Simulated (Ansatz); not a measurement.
# How far each method lies from full CI for GeH2, singlet

Geometry: displaced at random from a stationary point.

| atom | x (Å) | y (Å) | z (Å) |
| --- | --- | --- | --- |
| Ge | 0.0034 | -0.0301 | -0.0002 |
| H | -0.1615 | 1.0992 | -1.1221 |
| H | -0.0848 | 1.0667 | 1.1367 |

Basis cc-pVDZ; Ansatz 0.2.0. Correlated methods freeze the noble-gas cores and the filled d shells of p-block atoms, which leaves 6 electrons in 23 orbitals. R marks a restricted (for open shells ROHF) determinant, U an unrestricted one. Active spaces: valence = (6e, 6o) chosen from the atoms' valence shells. No spin–orbit coupling is included, and no scalar relativity.

Full CI is exact within this basis and frozen core; it isn't the basis-set limit. The frozen core follows each run's orbitals, which can shift R against U totals by a few meV for light atoms and by up to 0.1 eV past Ca.

The UHF ⟨S²⟩ is 0.225 and the T1 diagnostic (RCCSD) is 0.0129. The largest doubles amplitude (RCCSD) is 0.092.

```
                   level  E − E(full CI) (meV)  share of correlation (%)  wall time
                     RHF                  3065                      0.00          –
                    RMP2                   788                     74.30          –
                    CISD                   194                     93.65     0.45 s
                   RCCSD                    71                     97.69          –
                RCCSD(T)                    17                     99.46     0.36 s
                 BCCD(T)                    17                     99.46     0.39 s
                  RCCSDT                     3                     99.91          –
               RCCSDT(Q)                     1                     99.98     0.81 s
                 RCCSDTQ                     0                    100.00      3.5 s
  CASSCF (valence space)                  1741                     43.22          –
  NEVPT2 (valence space)                   531                     82.68     0.84 s
  MRCISD (valence space)                    65                     97.88          –
MRCISD+Q (valence space)                     2                     99.92      1.1 s
```

The correlation energy at full CI, counted from RHF, is -3.065 eV. That run took 3.9 s on 1 thread of Arm Neoverse V2, shared host over 1,573,121 determinants.

Run but not shown, since their state or frozen core can't be matched to the reference's or they repeat it: UHF.

Times hold each run's SCF and search for its determinant on a shared host, so for small cases they say little of a method's own cost; they ran on 1 thread of Arm Neoverse V2.

The full-CI state has the irrep A' of Cs, in the program's axes.

Natural occupations of full CI about the gap: 1.962 1.946 1.907 0.055 0.042 0.028 0.011 0.008 0.007 0.007; effectively unpaired electrons, Σ n²(2−n)², 0.07.
